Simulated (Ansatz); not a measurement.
C2H5F2N (`NCC(F)F`), relaxed with RKS PBE-D4/def2-SVP in the Gaussian-basis code of Ansatz from a rough embedded geometry. The force threshold is 0.03 eV/Å; the program also tests the step.

The species carries charge 0 and has multiplicity 1.

Start:

```xyz
10

N     0.086   -0.053   -1.443
C     0.526   -0.460   -0.168
C    -0.210    0.218    0.973
F    -0.119    1.555    0.990
F    -1.539   -0.049    0.923
H    -0.965   -0.218   -1.562
H     0.120    0.975   -1.531
H     1.563   -0.222   -0.061
H     0.386   -1.588   -0.097
H     0.153   -0.157    1.976
```

Problem. How much energy does the relaxation release, and in how many steps? (An estimate is asked.)

Solution. Computed: 5.28 kcal/mol, in 4 steps.

Problem. Which bonds change most? (An estimate is asked.)

Solution. The calculation gave: N1–C2 from 1.409 to 1.452 Å; C2–H8 from 1.069 to 1.112 Å; N1–H6 from 1.070 to 1.029 Å; C3–F4 from 1.340 to 1.374 Å.

Problem. Give the relaxed structure. (Estimate.)

Solution. The calculation gave: 
```xyz
10

N     0.046   -0.028   -1.477
C     0.509   -0.457   -0.169
C    -0.220    0.188    1.004
F    -0.078    1.553    0.940
F    -1.564   -0.087    0.918
H    -0.962   -0.217   -1.550
H     0.137    0.995   -1.541
H     1.593   -0.237   -0.058
H     0.401   -1.559   -0.071
H     0.139   -0.152    2.005
```
